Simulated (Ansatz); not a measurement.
**H₂O (singlet): wave-function methods side by side at angle H2–O1–H3 = 86.1°, 6-31G**

The task here is to estimate one member of a computed series from the others.

Method: 6-31G, core rule «outside noble gas», up to 1 orbitals frozen; program: Ansatz 0.2.0, Gaussian basis.

The runs, in order: UHF; CCSD(T) on RHF; BCCD(T) on RHF; CISD; CCSDT(Q) on RHF; CCSDTQ on RHF; CASSCF and MRCISD+Q, 2 electrons in 2 orbitals; CASSCF and NEVPT2, 2 electrons in 2 orbitals; CASSCF and MRCISD+Q, 8 electrons in 6 orbitals; CASSCF and NEVPT2, 8 electrons in 6 orbitals; Full CI.

9 further runs of the same task are left out: 1 for a mislabelled method, 4 that didn't finish, 4 set aside as unsound or not needed.

### The geometry

The geometry derives from a PBE0/def2-TZVP stationary point (not a proven minimum). One angle is set to the value named; bond lengths are kept.

3 atoms, charge 0, spin multiplicity 1.

Atoms are counted from 1 here; the program's logs count them from 0.

Bond lengths: O1–H2 0.960 Å, O1–H3 0.960 Å. Angles: H2–O1–H3 86.1°.

Geometry (Å):

```xyz
3
charge 0, multiplicity 1
O     0.0000   -0.0785    0.0000
H     0.0000    0.6227   -0.6550
H     0.0000    0.6227    0.6550
```

Set-up of the first run:

in.yaml reads:

```yaml
crystal:
  periodic: [false, false, false]
  atoms:
    - {symbol: O, position_ang: [0.000000, -0.078461, 0.000000]}
    - {symbol: H, position_ang: [0.000000, 0.622723, -0.655010]}
    - {symbol: H, position_ang: [0.000000, 0.622723, 0.655010]}
basis:
  gaussian: {orbitals: 6-31G}
magnetization: {spin_polarized: true, initial_magnetization: 0}
hamiltonian: {xc: hf}
output: {orbitals: {seedname: orbitals}}
```

Run with:

```
$ ansatz run in.yaml --threads 1 --pin off --events-out ev --progress --plain --max-ram 2393MiB
```

Steps of the session up to this table: UHF; CCSD(T) on RHF; BCCD(T) on RHF; CISD; CCSDT(Q) on RHF; CCSDTQ on RHF; CASSCF and MRCISD+Q, 2 electrons in 2 orbitals; CASSCF and NEVPT2, 2 electrons in 2 orbitals; CASSCF and MRCISD+Q, 8 electrons in 6 orbitals; CASSCF and NEVPT2, 8 electrons in 6 orbitals; Full CI.

One table of the session follows, with a row left open; its other results are not shown here.

| method | from FCI (meV) |
| --- | --- |
| RHF | +3756.2 |
| RMP2 | +222.2 |
| CISD | +191.2 |
| RCCSD | +43.6 |
| RCCSD(T) | +14.9 |
| BCCD(T) | +15.2 |
| RCCSDT | ? |
| RCCSDT(Q) | -0.4 |
| RCCSDTQ | +0.3 |
| CASSCF pair | +3119.4 |
| NEVPT2 pair | +145.3 |
| MRCISD pair | +139.0 |
| MRCISD+Q pair | +35.2 |
| CASSCF valence | +2151.5 |
| NEVPT2 valence | +289.9 |
| MRCISD valence | +67.0 |
| MRCISD+Q valence | +18.3 |
| FCI | 0 |

Estimate the missing values for RCCSDT.

**Answer.** from FCI (meV): +12.6. In the column «from FCI (meV)» it lies between RCCSDTQ (+0.3) and RCCSD(T) (+14.9).
